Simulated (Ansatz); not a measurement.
## [Br···H···Cl], doublet in cc-pVDZ: errors against UCCSDT(Q)

Geometry: a point of a hydrogen-transfer path between rigid fragments, not a stationary point.

```json
{"atom": "Br", "x (Å)": "0.0000", "y (Å)": "0.0000", "z (Å)": "-1.6867"}
{"atom": "H", "x (Å)": "0.0000", "y (Å)": "0.0000", "z (Å)": "-0.1577"}
{"atom": "Cl", "x (Å)": "0.0000", "y (Å)": "0.0000", "z (Å)": "1.8443"}
```

Basis cc-pVDZ; Ansatz 0.2.0. Only valence electrons are correlated (noble-gas cores and the filled d shells of p-block atoms frozen), which leaves 15 electrons in 31 orbitals. R marks a restricted (for open shells ROHF) determinant, U an unrestricted one. Active spaces: pair = (3e, 3o) about the gap; valence = (15e, 9o) chosen from the atoms' valence shells. No spin–orbit coupling is included, and no scalar relativity.

Full CI isn't at hand for all of this; UCCSDT(Q) serves as the reference, and is uncertain by about the last step of the cluster series. The frozen core follows each run's orbitals, which can shift R against U totals by a few meV for light atoms and by up to 0.1 eV past Ca.

* UHF ⟨S²⟩: 0.756
* T1 diagnostic (RCCSD): 0.0104
* largest doubles amplitude (RCCSD): 0.049
* T1 diagnostic (UCCSD): 0.0075

| level | E − E(UCCSDT(Q)) (kJ/mol) | share of correlation (%) | wall time |
| --- | --- | --- | --- |
| UHF | 727.6 | 1.46 | – |
| UMP2 | 94.0 | 87.26 | – |
| UCCSD | 12.5 | 98.30 | – |
| UCCSD(T) | 2.4 | 99.68 | 11 s |
| UCCSDT | 1.1 | 99.85 | – |

The correlation energy at UCCSDT(Q), counted from RHF, is -7.653 eV. That run took 23 s on 1 thread of Intel Xeon Platinum 8488C, shared host.

Run but not shown, since their state or frozen core can't be matched to the reference's or they repeat it: RHF, RMP2, CISD, RCCSD, RCCSD(T), BCCD(T), RCCSDT, RCCSDT(Q), CASSCF (pair space), NEVPT2 (pair space), MRCISD (pair space), MRCISD+Q (pair space), CASSCF (valence space), NEVPT2 (valence space), MRCISD (valence space), MRCISD+Q (valence space).

Times hold each run's SCF and search for its determinant on a shared host, so for small cases they say little of a method's own cost; they ran on 1 thread of Intel Xeon Platinum 8488C.

Natural occupations of CASSCF (valence space) about the gap: 2.000 1.999 1.999 1.967 1.000 0.034; effectively unpaired electrons, Σ n²(2−n)², 1.01.
